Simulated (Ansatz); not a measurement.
Input file:

```yaml
crystal:
  periodic: [false, false, false]
  atoms:
    - {symbol: B, position_ang: [0.000000, -0.215653, 0.749651]}
    - {symbol: N, position_ang: [0.000000, 0.057000, -0.728338]}
    - {symbol: H, position_ang: [0.000000, 1.520972, 2.080619]}
basis:
  gaussian: {orbitals: 6-31G}
magnetization: {spin_polarized: false, initial_magnetization: 3}
correlation: {method: ccsdtq, electrons: outside_noble_gas}
```

```sh
$ ansatz run in.yaml --threads 1 --pin off --events-out ev --progress --plain --max-ram 2393MiB
```

Problem. Roughly how long does this take on 1 thread of Arm Neoverse V1, shared host, and how much host memory?

Solution. 40 s wall and 0.26 GiB.

```
464 factors; integrals over basis functions are off by at most 5.1e-8 eV
mean field evaluation 1: about -2159.4196 eV, gradient 1.4e1 eV
mean field evaluation 2: about -2159.4219 eV, gradient 1.4e1 eV
mean field evaluation 4: about -2160.6102 eV, gradient 4.0e0 eV
mean field evaluation 8: about -2160.7516 eV, gradient 4.0e-1 eV
mean field evaluation 16: about -2161.3459 eV, gradient 3.1e-3 eV
mean field evaluation 32: about -2160.7436 eV, gradient 1.9e-1 eV
mean field evaluation 64: about -2160.7807 eV, gradient 2.8e-4 eV
mean field evaluation 96: about -2160.7804 eV, gradient 1.5e-1 eV
mean field evaluation 128: about -2160.6752 eV, gradient 3.4e0 eV
mean field evaluation 160: about -2160.6504 eV, gradient 2.1e0 eV
...
cycle  17  -4.90618273 eV  change   -6.9e-5 eV  update   4.8e-5
cycle  18  -4.90620574 eV  change   -2.3e-5 eV  update   2.9e-5
cycle  19  -4.90622395 eV  change   -1.8e-5 eV  update   1.8e-5
cycle  20  -4.90623681 eV  change   -1.3e-5 eV  update   1.0e-5
cycle  21  -4.90624593 eV  change   -9.1e-6 eV  update   7.0e-6
cycle  22  -4.90625400 eV  change   -8.1e-6 eV  update   4.8e-6
cycle  23  -4.90625905 eV  change   -5.1e-6 eV  update   3.1e-6
cycle  24  -4.90626024 eV  change   -1.2e-6 eV  update   1.8e-6
cycle  25  -4.90625971 eV  change    5.3e-7 eV  update   1.4e-6
cycle  26  -4.90625979 eV  change   -7.3e-8 eV  update   9.7e-7
Total energy: -2165.65119473 eV, -79.5862134751 hartree
```

For the same geometry and basis full CI lies 0.7 meV lower.
